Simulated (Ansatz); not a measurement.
Crystal: TiO3, ReO3 type, 4 atoms in the cell.

Theory: PBE, plane waves, PAW datasets (generated soft set 1) (Ansatz 0.2.0 development build).

Cutoff 420 eV; k-mesh 28×28×28 Γ-centred; Fermi–Dirac smearing of 0.0612 eV; no spin polarisation.

Question: What equilibrium volume, lattice constant and bulk modulus does this give?

Answer: V₀ = 14.347 Å³/atom (a₀ = 3.857 Å), B₀ = 141 GPa, B₀′ = 4.31. The points behind the fit:

| V (Å³/atom) | a (Å) | E − E(min) (meV/atom) | P (GPa) |
| --- | --- | --- | --- |
| 13.479 | 3.7778 | 25.85 | 10.07 |
| 13.766 | 3.8044 | 11.17 | 6.38 |
| 14.053 | 3.8307 | 2.77 | 3.06 |
| 14.339 | 3.8565 | 0.00 | 0.08 |
| 14.626 | 3.8821 | 2.31 | -2.61 |
| 14.913 | 3.9073 | 9.17 | -5.02 |
| 15.200 | 3.9322 | 20.14 | -7.19 |

The published all-electron PBE values for this crystal (mean of FLEUR and WIEN2k, k-spacing 0.06 Å⁻¹; Bosoni et al., Nat. Rev. Phys. 6, 45 (2024)) are V₀ = 14.337 Å³/atom, B₀ = 140.5 GPa, B₀′ = 4.31.

The stress includes the program's correction for the finite plane-wave basis.

This cubic structure is a model: it isn't the usual form of the substance at ambient conditions, and such phases are metastable or hypothetical. Spin polarisation is left out, and a magnetic state may lie lower.
